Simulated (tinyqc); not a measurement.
Worked calculation (part 1 of 2): UHF in the sto-3g basis, for OH+, spin multiplicity 3. Computed by tinyqc, a small Python program that keeps every step (integrals from PySCF). Settings: charge = 1, multiplicity = 3, basis = sto-3g, energy threshold = 1e-10, iteration cap = 88, orthogonalisation = symmetric, start = Wolfsberg-Helmholz matrix, DIIS depth = 0, method = UHF. Command: `OMP_NUM_THREADS=1 python tinyqc.py 30733 30734 out.jsonl` (the two numbers bound the seeds that draw the settings). One thread of a shared host (Intel(R) Xeon(R) Processor @ 2.60GHz), about 0.1 s of CPU time with the checks. Later iterations appear only in the table of the cycle.

## One-electron integrals

Geometry (angstrom):
```
atom         x         y         z
O     0.000000  0.000000  0.000000
H     0.000000  0.000000  0.964000
```

Basis sto-3g: exponents (1/bohr^2) and contraction coefficients of normalised primitives:
```
element  l (shell)    exponent  coefficient
O            s (1)  130.709320     0.154329
O            s (1)   23.808861     0.535328
O            s (1)    6.443608     0.444635
O            s (2)    5.033151    -0.099967
O            s (2)    1.169596     0.399513
O            s (2)    0.380389     0.700115
O            p (3)    5.033151     0.155916
O            p (3)    1.169596     0.607684
O            p (3)    0.380389     0.391957
H            s (1)    3.425251     0.154329
H            s (1)    0.623914     0.535328
H            s (1)    0.168855     0.444635
```

Overlap, kinetic and nuclear-attraction integrals over the contracted functions; the nuclear repulsion is the sum of Za Zb / Rab.

nuclear repulsion = 4.39151212 hartree

overlap S:
```
           1O 1s     1O 2s    1O 2px    1O 2py    1O 2pz     2H 1s
1O 1s   1.000000  0.236704  0.000000  0.000000  0.000000  0.053113
1O 2s   0.236704  1.000000  0.000000  0.000000  0.000000  0.470355
1O 2px  0.000000  0.000000  1.000000  0.000000  0.000000  0.000000
1O 2py  0.000000  0.000000  0.000000  1.000000  0.000000  0.000000
1O 2pz  0.000000  0.000000  0.000000  0.000000  1.000000  0.391078
2H 1s   0.053113  0.470355  0.000000  0.000000  0.391078  1.000000
```

kinetic energy T (hartree):
```
            1O 1s      1O 2s    1O 2px    1O 2py    1O 2pz      2H 1s
1O 1s   29.003200  -0.168011  0.000000  0.000000  0.000000  -0.002979
1O 2s   -0.168011   0.808128  0.000000  0.000000  0.000000   0.125367
1O 2px   0.000000   0.000000  2.528731  0.000000  0.000000   0.000000
1O 2py   0.000000   0.000000  0.000000  2.528731  0.000000   0.000000
1O 2pz   0.000000   0.000000  0.000000  0.000000  2.528731   0.279067
2H 1s   -0.002979   0.125367  0.000000  0.000000  0.279067   0.760032
```

nuclear attraction V (hartree):
```
             1O 1s      1O 2s     1O 2px     1O 2py     1O 2pz      2H 1s
1O 1s   -61.167394  -7.313015   0.000000   0.000000  -0.015305  -1.689377
1O 2s    -7.313015  -9.593894   0.000000   0.000000  -0.180476  -3.607667
1O 2px    0.000000   0.000000  -9.480028   0.000000   0.000000   0.000000
1O 2py    0.000000   0.000000   0.000000  -9.480028   0.000000   0.000000
1O 2pz   -0.015305  -0.180476   0.000000   0.000000  -9.603057  -2.721212
2H 1s    -1.689377  -3.607667   0.000000   0.000000  -2.721212  -5.462670
```

core Hamiltonian H = T + V (hartree):
```
             1O 1s      1O 2s     1O 2px     1O 2py     1O 2pz      2H 1s
1O 1s   -32.164194  -7.481026   0.000000   0.000000  -0.015305  -1.692356
1O 2s    -7.481026  -8.785766   0.000000   0.000000  -0.180476  -3.482301
1O 2px    0.000000   0.000000  -6.951297   0.000000   0.000000   0.000000
1O 2py    0.000000   0.000000   0.000000  -6.951297   0.000000   0.000000
1O 2pz   -0.015305  -0.180476   0.000000   0.000000  -7.074326  -2.442145
2H 1s    -1.692356  -3.482301   0.000000   0.000000  -2.442145  -4.702638
```

## Two-electron integrals

Functions are numbered as in S; the eight-fold symmetry (ij|kl) = (ji|kl) = (kl|ij) leaves the list below.

Two-electron integrals (ij|kl) in chemists' order, unique and non-zero (hartree):
```
(11|11) 4.785065   (21|11) 0.741380   (21|21) 0.136873   (22|11) 1.118947
(22|21) 0.256633   (22|22) 0.817206   (31|31) 0.024477   (32|31) 0.037809
(32|32) 0.180518   (33|11) 1.115814   (33|21) 0.256684   (33|22) 0.817023
(33|33) 0.880159   (41|41) 0.024477   (42|41) 0.037809   (42|42) 0.180518
(43|43) 0.047444   (44|11) 1.115814   (44|21) 0.256684   (44|22) 0.817023
(44|33) 0.785270   (44|44) 0.880159   (51|51) 0.024477   (52|51) 0.037809
(52|52) 0.180518   (53|53) 0.047444   (54|54) 0.047444   (55|11) 1.115814
(55|21) 0.256684   (55|22) 0.817023   (55|33) 0.785270   (55|44) 0.785270
(55|55) 0.880159   (61|11) 0.169010   (61|21) 0.030927   (61|22) 0.057573
(61|33) 0.057464   (61|44) 0.057464   (61|51) 0.001423   (61|52) 0.002658
(61|55) 0.057799   (61|61) 0.007079   (62|11) 0.398936   (62|21) 0.092590
(62|22) 0.325005   (62|33) 0.319588   (62|44) 0.319588   (62|51) 0.006927
(62|52) 0.052259   (62|55) 0.335532   (62|61) 0.021306   (62|62) 0.158180
(63|31) 0.009835   (63|32) 0.056715   (63|53) 0.010941   (63|63) 0.022915
(64|41) 0.009835   (64|42) 0.056715   (64|54) 0.010941   (64|64) 0.022915
(65|11) 0.282010   (65|21) 0.066318   (65|22) 0.248626   (65|33) 0.237269
(65|44) 0.237269   (65|51) 0.014198   (65|52) 0.094736   (65|55) 0.271066
(65|61) 0.015956   (65|62) 0.146980   (65|65) 0.157960   (66|11) 0.528781
(66|21) 0.124722   (66|22) 0.500837   (66|33) 0.480450   (66|44) 0.480450
(66|51) 0.012416   (66|52) 0.127819   (66|55) 0.541000   (66|61) 0.028978
(66|62) 0.302696   (66|65) 0.321290   (66|66) 0.774606
```

## Orthogonalisation

S = U s U^T; symmetric (Loewdin) form X = U s^(-1/2) U^T, so that X^T S X = 1.

eigenvalues of S: 0.373662  0.839716  1.000000  1.000000  1.129993  1.656629

X:
```
            1O 1s      1O 2s    1O 2px    1O 2py     1O 2pz      2H 1s
1O 1s    1.023161  -0.133938  0.000000  0.000000  -0.009122   0.024227
1O 2s   -0.133938   1.143209  0.000000  0.000000   0.098784  -0.320457
1O 2px   0.000000   0.000000  1.000000  0.000000   0.000000   0.000000
1O 2py   0.000000   0.000000  0.000000  1.000000   0.000000   0.000000
1O 2pz  -0.009122   0.098784  0.000000  0.000000   1.080456  -0.261854
2H 1s    0.024227  -0.320457  0.000000  0.000000  -0.261854   1.198026
```

## Starting guess

The start is the generalised Wolfsberg-Helmholz matrix (K = 1.75) built on H; D(s) = C_occ C_occ^T for each spin.

D(alpha) at the start:
```
            1O 1s      1O 2s    1O 2px    1O 2py     1O 2pz      2H 1s
1O 1s    1.040373  -0.164092  0.000000  0.000000   0.061700  -0.092135
1O 2s   -0.164092   0.713956  0.000000  0.000000  -0.234587   0.247469
1O 2px   0.000000   0.000000  1.000000  0.000000   0.000000   0.000000
1O 2py   0.000000   0.000000  0.000000  1.000000   0.000000   0.000000
1O 2pz   0.061700  -0.234587  0.000000  0.000000   0.843595   0.137176
2H 1s   -0.092135   0.247469  0.000000  0.000000   0.137176   0.149456
```

D(beta) at the start:
```
            1O 1s      1O 2s    1O 2px    1O 2py     1O 2pz      2H 1s
1O 1s    1.040373  -0.164092  0.000000  0.000000   0.061700  -0.092135
1O 2s   -0.164092   0.713956  0.000000  0.000000  -0.234587   0.247469
1O 2px   0.000000   0.000000  0.000000  0.000000   0.000000   0.000000
1O 2py   0.000000   0.000000  0.000000  0.000000   0.000000   0.000000
1O 2pz   0.061700  -0.234587  0.000000  0.000000   0.843595   0.137176
2H 1s   -0.092135   0.247469  0.000000  0.000000   0.137176   0.149456
```

## Iteration 1: building the Fock matrix

J_ij = sum D_kl (ij|kl) with D = D(alpha) + D(beta), K_ij = sum D_kl (ik|jl) for each spin; F = H + J - K(s); E = tr D H + tr D J / 2 - 0.5 sum_s tr D(s) K(s) + E_nn.

Coulomb J (hartree):
```
            1O 1s      1O 2s    1O 2px    1O 2py     1O 2pz     2H 1s
1O 1s   15.827274   2.919602  0.000000  0.000000  -0.011602  0.659779
1O 2s    2.919602   6.925840  0.000000  0.000000  -0.019119  2.711200
1O 2px   0.000000   0.000000  6.879191  0.000000   0.000000  0.000000
1O 2py   0.000000   0.000000  0.000000  6.879191   0.000000  0.000000
1O 2pz  -0.011602  -0.019119  0.000000  0.000000   6.996699  2.067089
2H 1s    0.659779   2.711200  0.000000  0.000000   2.067089  4.187124
```

exchange K(alpha) (hartree):
```
           1O 1s      1O 2s    1O 2px    1O 2py     1O 2pz     2H 1s
1O 1s   4.887882   0.858034  0.000000  0.000000   0.004488  0.198343
1O 2s   0.858034   1.336721  0.000000  0.000000  -0.067140  0.599163
1O 2px  0.000000   0.000000  1.142252  0.000000   0.000000  0.000000
1O 2py  0.000000   0.000000  0.000000  1.142252   0.000000  0.000000
1O 2pz  0.004488  -0.067140  0.000000  0.000000   1.121574  0.400567
2H 1s   0.198343   0.599163  0.000000  0.000000   0.400567  0.573792
```

exchange K(beta) (hartree):
```
           1O 1s      1O 2s    1O 2px    1O 2py     1O 2pz     2H 1s
1O 1s   4.838927   0.782417  0.000000  0.000000   0.004488  0.178673
1O 2s   0.782417   0.975684  0.000000  0.000000  -0.067140  0.485732
1O 2px  0.000000   0.000000  0.214648  0.000000   0.000000  0.000000
1O 2py  0.000000   0.000000  0.000000  0.214648   0.000000  0.000000
1O 2pz  0.004488  -0.067140  0.000000  0.000000   1.026685  0.378685
2H 1s   0.178673   0.485732  0.000000  0.000000   0.378685  0.527962
```

F(alpha) (hartree):
```
             1O 1s      1O 2s     1O 2px     1O 2py     1O 2pz      2H 1s
1O 1s   -21.224802  -5.419458   0.000000   0.000000  -0.031395  -1.230921
1O 2s    -5.419458  -3.196647   0.000000   0.000000  -0.132456  -1.370263
1O 2px    0.000000   0.000000  -1.214358   0.000000   0.000000   0.000000
1O 2py    0.000000   0.000000   0.000000  -1.214358   0.000000   0.000000
1O 2pz   -0.031395  -0.132456   0.000000   0.000000  -1.199200  -0.775623
2H 1s    -1.230921  -1.370263   0.000000   0.000000  -0.775623  -1.089306
```

F(beta) (hartree):
```
             1O 1s      1O 2s     1O 2px     1O 2py     1O 2pz      2H 1s
1O 1s   -21.175847  -5.343841   0.000000   0.000000  -0.031395  -1.211251
1O 2s    -5.343841  -2.835610   0.000000   0.000000  -0.132456  -1.256833
1O 2px    0.000000   0.000000  -0.286755   0.000000   0.000000   0.000000
1O 2py    0.000000   0.000000   0.000000  -0.286755   0.000000   0.000000
1O 2pz   -0.031395  -0.132456   0.000000   0.000000  -1.104311  -0.753741
2H 1s    -1.211251  -1.256833   0.000000   0.000000  -0.753741  -1.043476
```

total energy of this density = -73.87509663 hartree

## Iteration 1: diagonalisation and new density

Diagonalise F' = X^T F X, C = X C', fill 5 alpha and 3 beta electrons from the bottom; D(s) = C_occ C_occ^T. Each column has its largest component positive (the first on a tie).

F' = X^T F X (alpha) (hartree):
```
            1          2          3          4          5          6
1  -20.843613  -2.722022   0.000000   0.000000  -0.054104  -0.165554
2   -2.722022  -2.104120   0.000000   0.000000   0.056977  -0.618085
3    0.000000   0.000000  -1.214358   0.000000   0.000000   0.000000
4    0.000000   0.000000   0.000000  -1.214358   0.000000   0.000000
5   -0.054104   0.056977   0.000000   0.000000  -1.021579  -0.506581
6   -0.165554  -0.618085   0.000000   0.000000  -0.506581  -0.456767
```

orbital energies (alpha) (hartree): MO1 -21.234161, MO2 -1.968088, MO3 -1.239292, MO4 -1.214358, MO5 -1.214358, MO6 0.015463

coefficients C (alpha):
```
              MO1        MO2        MO3        MO4       MO5        MO6
1O 1s    0.994179  -0.247014   0.078252   0.000000  0.000000   0.099685
1O 2s    0.025238   0.924686  -0.373214   0.000000  0.000000  -0.665091
1O 2px   0.000000   0.000000   0.000000  -0.369410  0.929266   0.000000
1O 2py   0.000000   0.000000   0.000000   0.929266  0.369410   0.000000
1O 2pz   0.004502   0.150386   0.839438   0.000000  0.000000  -0.720071
2H 1s   -0.007390   0.152191   0.277123   0.000000  0.000000   1.227640
```

F' = X^T F X (beta) (hartree):
```
            1          2          3          4          5          6
1  -20.806348  -2.693035   0.000000   0.000000  -0.053228  -0.167664
2   -2.693035  -1.731725   0.000000   0.000000   0.065052  -0.597100
3    0.000000   0.000000  -0.286755   0.000000   0.000000   0.000000
4    0.000000   0.000000   0.000000  -0.286755   0.000000   0.000000
5   -0.053228   0.065052   0.000000   0.000000  -0.922430  -0.506415
6   -0.167664  -0.597100   0.000000   0.000000  -0.506415  -0.448234
```

orbital energies (beta) (hartree): MO1 -21.182362, MO2 -1.671348, MO3 -1.124830, MO4 -0.286755, MO5 -0.286755, MO6 0.069802

coefficients C (beta):
```
              MO1        MO2        MO3        MO4       MO5        MO6
1O 1s    0.995220  -0.224979   0.109870   0.000000  0.000000   0.110985
1O 2s    0.020913   0.827686  -0.495900   0.000000  0.000000  -0.711264
1O 2px   0.000000   0.000000   0.000000  -0.242457  0.970162   0.000000
1O 2py   0.000000   0.000000   0.000000   0.970162  0.242457   0.000000
1O 2pz   0.004056   0.225783   0.811970   0.000000  0.000000  -0.731782
2H 1s   -0.006299   0.254297   0.251385   0.000000  0.000000   1.216228
```

D(alpha) after iteration 1:
```
            1O 1s      1O 2s    1O 2px    1O 2py     1O 2pz      2H 1s
1O 1s    1.055531  -0.232524  0.000000  0.000000   0.033016  -0.023255
1O 2s   -0.232524   0.994970  0.000000  0.000000  -0.174116   0.037116
1O 2px   0.000000   0.000000  1.000000  0.000000   0.000000   0.000000
1O 2py   0.000000   0.000000  0.000000  1.000000   0.000000   0.000000
1O 2pz   0.033016  -0.174116  0.000000  0.000000   0.727293   0.255481
2H 1s   -0.023255   0.037116  0.000000  0.000000   0.255481   0.100014
```

D(beta) after iteration 1:
```
            1O 1s      1O 2s    1O 2px    1O 2py     1O 2pz      2H 1s
1O 1s    1.053150  -0.219884  0.000000  0.000000   0.042452  -0.035860
1O 2s   -0.219884   0.931419  0.000000  0.000000  -0.215694   0.085684
1O 2px   0.000000   0.000000  0.000000  0.000000   0.000000   0.000000
1O 2py   0.000000   0.000000  0.000000  0.000000   0.000000   0.000000
1O 2pz   0.042452  -0.215694  0.000000  0.000000   0.710290   0.261508
2H 1s   -0.035860   0.085684  0.000000  0.000000   0.261508   0.127901
```

Within a degenerate level the vectors are fixed only up to a rotation; this is one choice.

## Iteration 2: building the Fock matrix

As before.

Coulomb J (hartree):
```
            1O 1s     1O 2s    1O 2px    1O 2py     1O 2pz     2H 1s
1O 1s   15.900700  2.932319  0.000000  0.000000  -0.006738  0.662973
1O 2s    2.932319  6.954373  0.000000  0.000000   0.004578  2.722667
1O 2px   0.000000  0.000000  6.915398  0.000000   0.000000  0.000000
1O 2py   0.000000  0.000000  0.000000  6.915398   0.000000  0.000000
1O 2pz  -0.006738  0.004578  0.000000  0.000000   7.009541  2.076885
2H 1s    0.662973  2.722667  0.000000  0.000000   2.076885  4.187509
```

exchange K(alpha) (hartree):
```
           1O 1s      1O 2s    1O 2px    1O 2py     1O 2pz     2H 1s
1O 1s   4.904819   0.849156  0.000000  0.000000   0.002330  0.200272
1O 2s   0.849156   1.392892  0.000000  0.000000  -0.029875  0.574862
1O 2px  0.000000   0.000000  1.161609  0.000000   0.000000  0.000000
1O 2py  0.000000   0.000000  0.000000  1.161609   0.000000  0.000000
1O 2pz  0.002330  -0.029875  0.000000  0.000000   1.083561  0.418001
2H 1s   0.200272   0.574862  0.000000  0.000000   0.418001  0.528292
```

exchange K(beta) (hartree):
```
           1O 1s      1O 2s    1O 2px    1O 2py     1O 2pz     2H 1s
1O 1s   4.853059   0.773222  0.000000  0.000000   0.001502  0.180454
1O 2s   0.773222   1.017290  0.000000  0.000000  -0.048190  0.469395
1O 2px  0.000000   0.000000  0.228656  0.000000   0.000000  0.000000
1O 2py  0.000000   0.000000  0.000000  0.228656   0.000000  0.000000
1O 2pz  0.001502  -0.048190  0.000000  0.000000   0.979649  0.397258
2H 1s   0.180454   0.469395  0.000000  0.000000   0.397258  0.512471
```

F(alpha) (hartree):
```
             1O 1s      1O 2s     1O 2px     1O 2py     1O 2pz      2H 1s
1O 1s   -21.168313  -5.397864   0.000000   0.000000  -0.024374  -1.229655
1O 2s    -5.397864  -3.224284   0.000000   0.000000  -0.146023  -1.334496
1O 2px    0.000000   0.000000  -1.197508   0.000000   0.000000   0.000000
1O 2py    0.000000   0.000000   0.000000  -1.197508   0.000000   0.000000
1O 2pz   -0.024374  -0.146023   0.000000   0.000000  -1.148346  -0.783261
2H 1s    -1.229655  -1.334496   0.000000   0.000000  -0.783261  -1.043422
```

F(beta) (hartree):
```
             1O 1s      1O 2s     1O 2px     1O 2py     1O 2pz      2H 1s
1O 1s   -21.116552  -5.321929   0.000000   0.000000  -0.023546  -1.209837
1O 2s    -5.321929  -2.848682   0.000000   0.000000  -0.127708  -1.229029
1O 2px    0.000000   0.000000  -0.264555   0.000000   0.000000   0.000000
1O 2py    0.000000   0.000000   0.000000  -0.264555   0.000000   0.000000
1O 2pz   -0.023546  -0.127708   0.000000   0.000000  -1.044434  -0.762518
2H 1s    -1.209837  -1.229029   0.000000   0.000000  -0.762518  -1.027600
```

total energy of this density = -74.02337894 hartree

## Iteration 2: diagonalisation and new density

As before.

F' = X^T F X (alpha) (hartree):
```
            1          2          3          4          5          6
1  -20.791190  -2.697182   0.000000   0.000000  -0.042328  -0.177769
2   -2.697182  -2.169496   0.000000   0.000000   0.035830  -0.569894
3    0.000000   0.000000  -1.197508   0.000000   0.000000   0.000000
4    0.000000   0.000000   0.000000  -1.197508   0.000000   0.000000
5   -0.042328   0.035830   0.000000   0.000000  -0.959928  -0.532335
6   -0.177769  -0.569894   0.000000   0.000000  -0.532335  -0.415527
```

orbital energies (alpha) (hartree): MO1 -21.177238, MO2 -1.993502, MO3 -1.207662, MO4 -1.197508, MO5 -1.197508, MO6 0.042260

coefficients C (alpha):
```
              MO1        MO2        MO3        MO4       MO5        MO6
1O 1s    0.994297  -0.251702   0.076492   0.000000  0.000000   0.087381
1O 2s    0.024658   0.955700  -0.376996   0.000000  0.000000  -0.617430
1O 2px   0.000000   0.000000   0.000000   0.760244  0.649638   0.000000
1O 2py   0.000000   0.000000   0.000000  -0.649638  0.760244   0.000000
1O 2pz   0.003958   0.158304   0.814937   0.000000  0.000000  -0.746054
2H 1s   -0.006860   0.102079   0.326473   0.000000  0.000000   1.220680
```

F' = X^T F X (beta) (hartree):
```
            1          2          3          4          5          6
1  -20.750742  -2.671175   0.000000   0.000000  -0.043659  -0.178123
2   -2.671175  -1.771071   0.000000   0.000000   0.069736  -0.560955
3    0.000000   0.000000  -0.264555   0.000000   0.000000   0.000000
4    0.000000   0.000000   0.000000  -0.264555   0.000000   0.000000
5   -0.043659   0.069736   0.000000   0.000000  -0.847210  -0.535725
6   -0.178123  -0.560955   0.000000   0.000000  -0.535725  -0.438053
```

orbital energies (beta) (hartree): MO1 -21.122695, MO2 -1.671176, MO3 -1.104916, MO4 -0.264555, MO5 -0.264555, MO6 0.091710

coefficients C (beta):
```
              MO1        MO2        MO3        MO4       MO5        MO6
1O 1s    0.995345  -0.230656   0.106674   0.000000  0.000000   0.100871
1O 2s    0.020291   0.858521  -0.500154   0.000000  0.000000  -0.670591
1O 2px   0.000000   0.000000   0.000000  -0.052625  0.998614   0.000000
1O 2py   0.000000   0.000000   0.000000   0.998614  0.052625   0.000000
1O 2pz   0.003431   0.205194   0.778901   0.000000  0.000000  -0.772652
2H 1s   -0.005715   0.223883   0.328294   0.000000  0.000000   1.203819
```

D(alpha) after iteration 2:
```
            1O 1s      1O 2s    1O 2px    1O 2py     1O 2pz      2H 1s
1O 1s    1.057832  -0.244871  0.000000  0.000000   0.026427  -0.007542
1O 2s   -0.244871   1.056096  0.000000  0.000000  -0.155840  -0.025691
1O 2px   0.000000   0.000000  1.000000  0.000000   0.000000   0.000000
1O 2py   0.000000   0.000000  0.000000  1.000000   0.000000   0.000000
1O 2pz   0.026427  -0.155840  0.000000  0.000000   0.689198   0.282188
2H 1s   -0.007542  -0.025691  0.000000  0.000000   0.282188   0.117052
```

D(beta) after iteration 2:
```
            1O 1s      1O 2s    1O 2px    1O 2py     1O 2pz      2H 1s
1O 1s    1.055293  -0.231180  0.000000  0.000000   0.039174  -0.022308
1O 2s   -0.231180   0.987623  0.000000  0.000000  -0.213338   0.027895
1O 2px   0.000000   0.000000  0.000000  0.000000   0.000000   0.000000
1O 2py   0.000000   0.000000  0.000000  0.000000   0.000000   0.000000
1O 2pz   0.039174  -0.213338  0.000000  0.000000   0.648803   0.301628
2H 1s   -0.022308   0.027895  0.000000  0.000000   0.301628   0.157933
```

Within a degenerate level the vectors are fixed only up to a rotation; this is one choice.
